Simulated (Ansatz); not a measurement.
Ideal-gas functions of `O=CF` at 400 K and 1 bar, from an Ansatz frequency run at PBE0-D4/def2-TZVP.

Molar mass 48.02 g/mol, point group Cs (symmetry number 1), electronic degeneracy 1, moments of inertia 5.48, 42.591, 48.071 u Å². Harmonic wavenumbers (cm⁻¹, unscaled): 677, 1044, 1110, 1371, 1921, 3095.

Use S(trans) = R[1.5 ln M + 2.5 ln T − 1.1517]; rotational temperatures θ = 24.2544 K / I; S(rot) = R[ln(√π/σ · √(T³/θAθBθC)) + 1.5]; for each mode x = 1.438777 ν̃/T, S = R[x/(eˣ − 1) − ln(1 − e⁻ˣ)] and H = RT x/(eˣ − 1); 1 cm⁻¹ = 0.0119627 kJ/mol; R = 8.31446 J/(mol·K).

By hand: the entropy, in J/(mol·K).

Translation 163.2. Rotation: θ = 4.426, 0.5695, 0.5046 K, giving 91.0. Vibration, mode by mode: 2.71, 0.94, 0.78, 0.36, 0.07, 0.00, in all 4.9. Electronic 0.0. Sum 259.1 J/(mol·K).

By hand: H − E and G − E in kJ/mol, counted from the electronic energy.

Zero-point energy ½ × 9218 × 0.0119627 = 55.1; thermal vibration 1.5; translation, rotation and pV give 4 RT = 13.3. H − E = 69.9 kJ/mol, and G − E = 69.9 − 400 × 259.1/1000 = -33.7 kJ/mol.

Vibration gives 2 % of the entropy.
